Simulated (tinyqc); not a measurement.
Worked calculation (part 2 of 2): UHF in the sto-3g basis, for H2O, spin multiplicity 1. This run ends on a higher stationary point, not on the lowest solution. Computed by tinyqc, a small Python program that keeps every step (integrals from PySCF). Command: `OMP_NUM_THREADS=1 python tinyqc.py 23562 23563 out.jsonl` (the two numbers bound the seeds that draw the settings). One thread of a shared host (Intel(R) Xeon(R) Processor @ 2.60GHz), about 0.2 s of CPU time with the checks.

Geometry (angstrom):
```
atom       x        y       z
O     0.0000   0.0000  0.0000
H     0.0000   1.1960  0.7130
H     0.0000  -1.2510  0.7460
```

## Iteration 16 (converged): orbitals

converged F(alpha) (hartree), lower triangle:
```
           1O 1s    1O 2s   1O 2px   1O 2py   1O 2pz    2H 1s    3H 1s
1O 1s   -20.2809
1O 2s    -5.1658  -2.3733
1O 2px    0.0000   0.0000  -0.3890
1O 2py   -0.0009  -0.0045   0.0000  -0.1248
1O 2pz   -0.0179  -0.0107   0.0000  -0.0072  -0.1793
2H 1s    -0.4355  -0.4792   0.0000  -0.2948  -0.2206  -0.2304
3H 1s    -0.3778  -0.4284   0.0000   0.2744  -0.2101  -0.0629  -0.2051
```

converged F(beta) (hartree), lower triangle:
```
           1O 1s    1O 2s   1O 2px   1O 2py   1O 2pz    2H 1s    3H 1s
1O 1s   -20.2809
1O 2s    -5.1658  -2.3733
1O 2px    0.0000   0.0000  -0.3890
1O 2py   -0.0009  -0.0045   0.0000  -0.1248
1O 2pz   -0.0179  -0.0107   0.0000  -0.0072  -0.1793
2H 1s    -0.4355  -0.4792   0.0000  -0.2948  -0.2206  -0.2304
3H 1s    -0.3778  -0.4284   0.0000   0.2744  -0.2101  -0.0629  -0.2051
```

X:
```
              1        2        3       4        5        6       7
1O 1s   -0.4831   0.0987   0.6376  0.0000  -0.5634  -0.0401  0.3064
1O 2s    0.8821  -0.1267  -0.2090  0.0000  -0.2437  -0.0418  0.5312
1O 2px   0.0000   0.0000   0.0000  1.0000   0.0000   0.0000  0.0000
1O 2py   0.1278   0.7900  -0.0138  0.0000  -0.0086   0.6641  0.0411
1O 2pz   0.2947  -0.0277   0.6967  0.0000   0.6486  -0.0046  0.1854
2H 1s   -0.6133  -0.5513  -0.2721  0.0000   0.2337   0.3987  0.4011
3H 1s   -0.3977   0.6824  -0.3067  0.0000   0.2613  -0.4489  0.3383
```

Diagonalise F' = X^T F X, C = X C', fill 5 alpha and 5 beta electrons from the bottom; D(s) = C_occ C_occ^T. Each column has its largest component positive (the first on a tie).

F' = X^T F X (alpha) (hartree), lower triangle:
```
         1        2        3        4        5        6        7
1  -1.7829
2   0.4959   0.2559
3   3.6091  -0.8467  -6.7552
4   0.0000   0.0000   0.0000  -0.3890
5  -3.3496   0.8166   7.0499   0.0000  -7.8918
6  -0.2438   0.1221   0.5700   0.0000  -0.6243  -0.4838
7   2.1281  -0.5446  -5.0892   0.0000   5.6106   0.4706  -4.9481
```

orbital energies (alpha) (hartree): MO1 -20.2886, MO2 -1.1412, MO3 -0.4381, MO4 -0.3890, MO5 -0.3618, MO6 0.2475, MO7 0.3761

coefficients C (alpha):
```
            MO1      MO2      MO3      MO4      MO5      MO6      MO7
1O 1s    0.9948  -0.2523   0.0110   0.0000   0.0605  -0.0721  -0.0120
1O 2s    0.0214   0.9702  -0.0550   0.0002  -0.3016   0.3755   0.0664
1O 2px   0.0000   0.0000   0.0000   1.0000   0.0006   0.0001   0.0000
1O 2py   0.0002   0.0050   0.6018   0.0001  -0.0619  -0.0923   0.8420
1O 2pz   0.0014   0.0241   0.0778  -0.0005   0.7393   0.6845   0.0798
2H 1s   -0.0028   0.1066   0.5074  -0.0002   0.3396  -0.5412  -0.6719
3H 1s   -0.0025   0.0953  -0.4258  -0.0003   0.4515  -0.6705   0.5082
```

F' = X^T F X (beta) (hartree), lower triangle:
```
         1        2        3        4        5        6        7
1  -1.7829
2   0.4959   0.2559
3   3.6091  -0.8467  -6.7552
4   0.0000   0.0000   0.0000  -0.3890
5  -3.3496   0.8166   7.0499   0.0000  -7.8918
6  -0.2438   0.1221   0.5700   0.0000  -0.6243  -0.4838
7   2.1281  -0.5446  -5.0892   0.0000   5.6106   0.4706  -4.9481
```

orbital energies (beta) (hartree): MO1 -20.2886, MO2 -1.1412, MO3 -0.4381, MO4 -0.3890, MO5 -0.3618, MO6 0.2475, MO7 0.3761

coefficients C (beta):
```
            MO1      MO2      MO3      MO4      MO5      MO6      MO7
1O 1s    0.9948  -0.2523   0.0110   0.0000   0.0605  -0.0721  -0.0120
1O 2s    0.0214   0.9702  -0.0550  -0.0002  -0.3016   0.3755   0.0664
1O 2px   0.0000   0.0000   0.0000   1.0000  -0.0006  -0.0001   0.0000
1O 2py   0.0002   0.0050   0.6018  -0.0001  -0.0619  -0.0923   0.8420
1O 2pz   0.0014   0.0241   0.0778   0.0005   0.7393   0.6845   0.0798
2H 1s   -0.0028   0.1066   0.5074   0.0002   0.3396  -0.5412  -0.6719
3H 1s   -0.0025   0.0953  -0.4258   0.0003   0.4515  -0.6705   0.5082
```

D(alpha) after iteration 16, lower triangle:
```
          1O 1s    1O 2s  1O 2px   1O 2py  1O 2pz    2H 1s   3H 1s
1O 1s    1.0571
1O 2s   -0.2423   1.0358
1O 2px   0.0000   0.0000  1.0000
1O 2py   0.0018  -0.0096  0.0000   0.3660
1O 2pz   0.0410  -0.2038  0.0000   0.0012  0.5532
2H 1s   -0.0036  -0.0270  0.0000   0.2849  0.2931   0.3842
3H 1s   -0.0038  -0.0203  0.0000  -0.2837  0.3029  -0.0526  0.3943
```

D(beta) after iteration 16, lower triangle:
```
          1O 1s    1O 2s  1O 2px   1O 2py  1O 2pz    2H 1s   3H 1s
1O 1s    1.0571
1O 2s   -0.2423   1.0358
1O 2px   0.0000   0.0000  1.0000
1O 2py   0.0018  -0.0096  0.0000   0.3660
1O 2pz   0.0410  -0.2038  0.0000   0.0012  0.5532
2H 1s   -0.0036  -0.0270  0.0000   0.2849  0.2931   0.3842
3H 1s   -0.0038  -0.0203  0.0000  -0.2837  0.3029  -0.0526  0.3943
```

## Convergence

Stop when the energy changes by less than 1e-09 hartree and every element of the error matrix X^T (F D S - S D F) X (for each spin) is below 9e-06.

Course of the cycle:
```
iteration  E (hartree)     change  largest element of the error matrix
1           -73.516597          -                             2.29e-01
2           -74.114446  -5.98e-01                             3.22e-01
3           -74.447639  -3.33e-01                             2.48e-01
4           -74.675372  -2.28e-01                             4.13e-02
5           -74.713849  -3.85e-02                             2.87e-02
6           -74.730647  -1.68e-02                             1.41e-02
7           -74.738219  -7.57e-03                             7.11e-03
8           -74.739111  -8.91e-04                             5.44e-03
9           -74.740870  -1.76e-03                             3.51e-03
10          -74.740925  -5.49e-05                             1.66e-03
11          -74.740955  -2.98e-05                             6.98e-04
12          -74.740960  -5.23e-06                             3.24e-04
13          -74.740962  -2.09e-06                             7.39e-05
14          -74.740962  -2.52e-08                             1.22e-05
15          -74.740962  -3.13e-09                             5.20e-06
16          -74.740962  -4.12e-10                             4.49e-06
```

PySCF UHF in the same basis, after a stability check = -74.789603 hartree

Converged in 16 iterations. But the solution lies 0.04864 hartree above the reference: it is another stationary point, not the lowest one. Reruns (cap 100 unless said): DIIS 8: converged in 17 to a higher stationary point; damping 0.5: not converged; level shift 0.5: not converged; atomic densities as start, DIIS 8: converged in 9 to a higher stationary point.

## Populations, bond orders and dipole

overlap S, lower triangle:
```
         1O 1s   1O 2s  1O 2px   1O 2py  1O 2pz   2H 1s   3H 1s
1O 1s   1.0000
1O 2s   0.2367  1.0000
1O 2px  0.0000  0.0000  1.0000
1O 2py  0.0000  0.0000  0.0000   1.0000
1O 2pz  0.0000  0.0000  0.0000   0.0000  1.0000
2H 1s   0.0195  0.2403  0.0000   0.1996  0.1190  1.0000
3H 1s   0.0169  0.2148  0.0000  -0.1813  0.1081  0.0546  1.0000
```

Mulliken: Z minus the diagonal of D S on the atom; Loewdin: the same with S^(1/2) D S^(1/2); Mayer order: 2 sum_s sum (D(s) S)_ij (D(s) S)_ji over the two atoms.

Charges (e):
```
atom  Mulliken  Loewdin  Mulliken spin
1O     -0.1247  -0.1006              0
2H      0.0670   0.0536              0
3H      0.0577   0.0470              0
```

Mayer bond orders:
```
pair   order
2-1   0.9825
3-1   0.9837
3-2   0.0130
```

dipole moment about the origin, x y z (debye): 0.0000  0.0446  1.0528

<S^2> of the determinant (pure state: 0) = 2.03e-08
